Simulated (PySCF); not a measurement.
**Vibration and rotation of SiC**

ROHF-CCSD(T) constants of SiC, ³Π (triplet), unpaired electrons σ ↑, π ↑ (PySCF, no relativity, basis sets Si aug-cc-pV(D+d)Z, C aug-cc-pVDZ; masses 27.9769 and 12.0000 u):

- ωe: 924.2 cm⁻¹
- ωexe: 5.88 cm⁻¹
- Be: 0.65423 cm⁻¹
- αe: 0.00552 cm⁻¹
- De to Si + C: 3.85 eV

**Question.** What force constant and bond length do these constants imply?

**Answer.** Reduced mass μred = 8.3979 u; k = 5.8918×10⁻⁷·μred·ωe² (u, cm⁻¹, mdyn/Å) = 4.23 mdyn/Å; Re = √(16.8576/(μred·Be)) (u, cm⁻¹, Å) = 1.752 Å.

**Question.** Estimate the centrifugal constant D from the Kratzer relation and find the Dunham coefficient a1.

**Answer.** D = 4Be³/ωe² = 1.31e-06 cm⁻¹; a1 = −1 − αeωe/(6Be²) = -2.99.

Correlated steps freeze 6 core orbitals. Correlated levels converge slowly with the basis: in double zeta they bind strong bonds too weakly, by up to about 1 eV, and carry superposition errors of some tenths. The CCSD T1 diagnostic is raised, a sign that a single reference may not be enough here. The state is the lowest determinant that a PBE0 search found; another state may lie lower at other levels.
